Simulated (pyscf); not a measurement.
# Four-centre exchange: H₃C–Bi(CH₃)–CH₃ (SMILES [CH3][Bi]([CH3])[CH3]) + H₂O (SMILES O) → H₃C–Bi(CH₃)–OH (SMILES [CH3][Bi]([CH3])[OH]) + CH₄ (SMILES C)

Gas phase, singlet surface, charge 0. Bonds broken: Bi1–C2, O14–H15. Bonds formed: Bi1–O14, C2–H15. Structures and frequencies: ωB97X-D3(BJ)/def2-SVP in PySCF.

Transition state (Å):

```xyz
16

Bi     0.1829    -0.6801     0.2190
C      1.8197     1.4484    -0.2342
C     -1.7997    -1.3908    -0.6523
C     -0.9143     0.9392     1.3227
H      2.6720     1.6448    -0.9108
H      1.3005     2.4065    -0.0544
H      2.2704     1.1359     0.7242
H     -1.6241    -2.0751    -1.4951
H     -2.4107    -0.5408    -0.9926
H     -2.3548    -1.9238     0.1371
H     -1.3523     1.6349     0.5924
H     -1.7236     0.4799     1.9113
H     -0.2255     1.4874     1.9794
O      0.4405     0.0671    -1.9876
H      1.0757     0.7560    -1.3691
H     -0.3249     0.5450    -2.3385
```

One imaginary mode, 1073i cm⁻¹; descent along it reached the two sides named.

| bond | change | reactant side (Å) | saddle | product side |
|---|---|---|---|---|
| Bi1–C2 | breaks | 2.257 | 2.7 | 3.8 |
| O14–H15 | breaks | 0.965 | 1.123 | 2.378 |
| Bi1–O14 | forms | 3.2 | 2.344 | 2.106 |
| C2–H15 | forms | 3.6 | 1.523 | 1.100 |

Electronic energies relative to the separated reactants (kJ/mol):

| level | barrier | reaction energy | reverse barrier |
|---|---|---|---|
| ωB97X-D3(BJ)/def2-TZVP | 160.4 | -39.9 | 200.3 |
| PBE/def2-TZVP | 132.2 | -49.2 | 181.5 |
| r²SCAN/def2-TZVP | 139.7 | -49.8 | 189.5 |
| B3LYP-D3(BJ)/def2-TZVP | 148.8 | -47.1 | 195.9 |
| PBE0-D3(BJ)/def2-TZVP | 149.5 | -37.3 | 186.8 |
| M06-2X/def2-TZVP | 148.7 | -48.3 | 197.1 |
| ωB97M-D3(BJ)/def2-TZVP | 159.3 | -42.0 | 201.2 |
| HF/def2-TZVP | 239.0 | -43.9 | 282.9 |

With ωB97M-D3(BJ)/def2-TZVP energies and thermal terms (ideal gas, 1 atm, RRHO with modes under 100 cm⁻¹ raised to 100, one conformer, R ln 2 for chiral ones without a mode under 150 cm⁻¹), in kJ/mol:

```tsv
T (K)	ΔH‡	ΔG‡	ΔH	ΔG
298	149.0	193.9	-43.1	-43.0
600	150.6	238.9	-44.1	-42.4
900	153.8	282.5	-44.7	-41.4
1200	157.6	324.8	-44.8	-40.3
```

One saddle was located; it need not be the lowest between these sides. Elements past Kr carry the def2 core potentials, without spin-orbit coupling.
